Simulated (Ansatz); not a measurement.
Geometry optimisation, Ansatz 0.2.0, RKS B3LYP-D4/cc-pVDZ.

Input:

```yaml
crystal:
  periodic: [false, false, false]
  atoms:
    - { symbol: B, position_ang: [0.0, 0.0, 0.0] }
    - { symbol: O, position_ang: [0.0, 0.0, 1.76] }
    - { symbol: H, position_ang: [-0.9095, -0.2814, 2.0971] }
    - { symbol: O, position_ang: [1.2211, 0.0, -0.705] }
    - { symbol: H, position_ang: [1.5209, -0.9519, -0.8599] }
    - { symbol: H, position_ang: [-1.0305, 0.0, -0.595] }
    - { symbol: H, position_ang: [0.0668, 1.4124, 0.4698] }
    - { symbol: H, position_ang: [0.0544, 1.1498, 1.3187] }
basis:
  gaussian: { orbitals: cc-pVDZ }
hamiltonian:
  xc: b3lyp
  dispersion: d4
relax:
  f_tol: 0.15
  max_steps: 25
  restrain:
    - { distance: [0, 6], at: 2.39, k: 30.0 }
    - { distance: [7, 1], at: 2.21, k: 30.0 }
    - { distance: [0, 1], at: 1.41, k: 30.0 }
    - { distance: [7, 6], at: 0.66, k: 30.0 }
```

Command:

```bash
$ ansatz run input.yaml --threads 2 --pin off --max-ram 3072MiB --backend cpu --events-out ev --progress --plain --runs-dir out
```

Task: Where does it end, and by what steps?

Result: The forces met the threshold. The restraints hold the end off the free minimum. After 11 steps the energy has fallen by 3.328 eV (the restraints' own energy left out); O2 moved furthest, 0.67 Å.

```tsv
step	energy less start (eV)	largest force component (eV/Å)	accepted
0	0.0000	3.529	yes
1	-0.6290	2.428	yes
2	-1.4787	3.025	yes
3	-2.3608	2.251	yes
4	-2.7806	1.097	yes
5	-2.9530	1.395	yes
6	-3.1352	1.403	yes
7	-3.2974	1.326	yes
8	-3.3123	1.420	yes
9	-3.3172	1.401	yes
10	-3.3324	1.245	yes
11	-3.3278	1.387	yes
```

```xyz
8
Properties=species:S:1:pos:R:3
B -0.157 -0.277 0.043
O 0.033 -0.558 1.391
H -0.794 -0.526 1.889
O 0.901 -0.368 -0.804
H 1.715 -0.616 -0.340
H -1.228 -0.006 -0.436
H 0.234 2.033 0.569
H 0.218 1.646 1.174
```

Whether the end is a true minimum wasn't checked by a vibrational analysis.

Run time: 9.3 s on 2 threads of Intel(R) Xeon(R) Platinum 8488C (Sapphire Rapids), with other jobs on the host, peak memory 0.13 GiB.
